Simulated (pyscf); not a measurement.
PySCF, gas phase, ωB97X-D3(BJ)/def2-SVP geometries.

**Question.** List the bond dissociation enthalpies at 298 K of H₃C–CH(OH)–CH₂–OH from ωB97M-D3(BJ)/def2-TZVP, from the weakest bond up.

**Answer.** C–C to H₃C–CH•–OH + •H₂C–OH: 3.61 eV; C–C to CH₃• + HO–CH•–CH₂–OH: 3.71 eV; C–H to H₃C–C•(OH)–CH₂–OH + H•: 3.97 eV; C–H to H₃C–CH(OH)–CH•–OH + H•: 4.03 eV; C–O to •H₂C–CH(CH₃)–OH + OH•: 4.13 eV; C–O to H₃C–CH•–CH₂–OH + OH•: 4.15 eV; C–H to •H₂C–CH(OH)–CH₂–OH + H•: 4.41 eV; H–O to H₃C–CH(OH)–CH₂–O• + H•: 4.43 eV; H–O to H₃C–CH(O•)–CH₂–OH + H•: 4.44 eV. Ring and multiple bonds, and those that leave no two simple radicals, are not listed. •H₂C–CH(OH)–CH₂–OH lies 0.47 eV over its isomer H₃C–C•(OH)–CH₂–OH, and others may lie lower still (electronic energy, ωB97M-D3(BJ)). H₃C–CH(O•)–CH₂–OH lies 0.50 eV over its isomer H₃C–C•(OH)–CH₂–OH, and others may lie lower still (electronic energy, ωB97M-D3(BJ)). Other isomers of HO–CH•–CH₂–OH, H₃C–CH•–CH₂–OH, H₃C–CH•–OH, •H₂C–OH, H₃C–C•(OH)–CH₂–OH, •H₂C–CH(CH₃)–OH, H₃C–CH(OH)–CH•–OH were not searched in full and may lie lower. Left out: the spin-orbit lowering of OH.
